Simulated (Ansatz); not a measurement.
Relaxation of H6NOSi (9 atoms, charge 0, multiplicity 2), to a largest force component of 0.03 eV/Å in at most 50 steps.

These are results of UKS PBE/6-31G* in Ansatz 0.2.0, not measurements.

```xyz
9
Properties=species:S:1:pos:R:3
Si 0.206 -0.003 -0.249
H 0.147 0.207 2.402
H 1.221 0.067 -1.365
H -0.668 1.224 -0.280
N -0.839 -1.360 -0.632
H -1.670 -1.478 -0.048
H -0.420 -2.267 -0.841
O -0.599 -0.203 2.917
H -0.274 -1.119 3.039
```

Problem. Where does it end, and by what steps?

Solution. The forces met the threshold. After 20 steps the energy has fallen by 0.140 eV; H2 moved furthest, 1.22 Å.

```json
{"step": "0", "energy less start (eV)": "0.0000", "largest force component (eV/Å)": "0.345", "accepted": "yes"}
{"step": "1", "energy less start (eV)": "0.0420", "largest force component (eV/Å)": "1.721", "accepted": "no"}
{"step": "2", "energy less start (eV)": "-0.0011", "largest force component (eV/Å)": "0.493", "accepted": "yes"}
{"step": "3", "energy less start (eV)": "-0.0106", "largest force component (eV/Å)": "0.305", "accepted": "yes"}
{"step": "4", "energy less start (eV)": "-0.0177", "largest force component (eV/Å)": "0.383", "accepted": "yes"}
{"step": "5", "energy less start (eV)": "-0.0187", "largest force component (eV/Å)": "0.898", "accepted": "yes"}
{"step": "6", "energy less start (eV)": "-0.0367", "largest force component (eV/Å)": "0.916", "accepted": "yes"}
{"step": "7", "energy less start (eV)": "-0.0635", "largest force component (eV/Å)": "0.586", "accepted": "yes"}
{"step": "8", "energy less start (eV)": "-0.0521", "largest force component (eV/Å)": "1.734", "accepted": "no"}
{"step": "9", "energy less start (eV)": "-0.0956", "largest force component (eV/Å)": "0.535", "accepted": "yes"}
{"step": "10", "energy less start (eV)": "-0.1087", "largest force component (eV/Å)": "0.377", "accepted": "yes"}
{"step": "11", "energy less start (eV)": "-0.1171", "largest force component (eV/Å)": "0.220", "accepted": "yes"}
{"step": "12", "energy less start (eV)": "-0.1072", "largest force component (eV/Å)": "0.983", "accepted": "no"}
{"step": "13", "energy less start (eV)": "-0.1236", "largest force component (eV/Å)": "0.205", "accepted": "yes"}
{"step": "14", "energy less start (eV)": "-0.1257", "largest force component (eV/Å)": "0.542", "accepted": "yes"}
{"step": "15", "energy less start (eV)": "-0.1268", "largest force component (eV/Å)": "0.243", "accepted": "yes"}
{"step": "16", "energy less start (eV)": "-0.1350", "largest force component (eV/Å)": "0.381", "accepted": "yes"}
{"step": "17", "energy less start (eV)": "-0.1278", "largest force component (eV/Å)": "0.290", "accepted": "no"}
{"step": "18", "energy less start (eV)": "-0.1398", "largest force component (eV/Å)": "0.039", "accepted": "yes"}
{"step": "19", "energy less start (eV)": "-0.1403", "largest force component (eV/Å)": "0.033", "accepted": "yes"}
{"step": "20", "energy less start (eV)": "-0.1405", "largest force component (eV/Å)": "0.013", "accepted": "yes"}
```

```xyz
9
Properties=species:S:1:pos:R:3
Si 0.571 -0.093 -0.537
H -1.061 0.174 2.593
H 0.811 -0.002 -2.025
H 0.086 1.257 -0.050
N -0.751 -1.217 -0.291
H -1.065 -1.308 0.687
H -0.704 -2.127 -0.752
O -0.881 -0.787 2.639
H 0.096 -0.826 2.679
```

Time of the run: 55 s on 1 thread of Arm Neoverse V2, with other jobs on the host, peak memory 0.14 GiB.
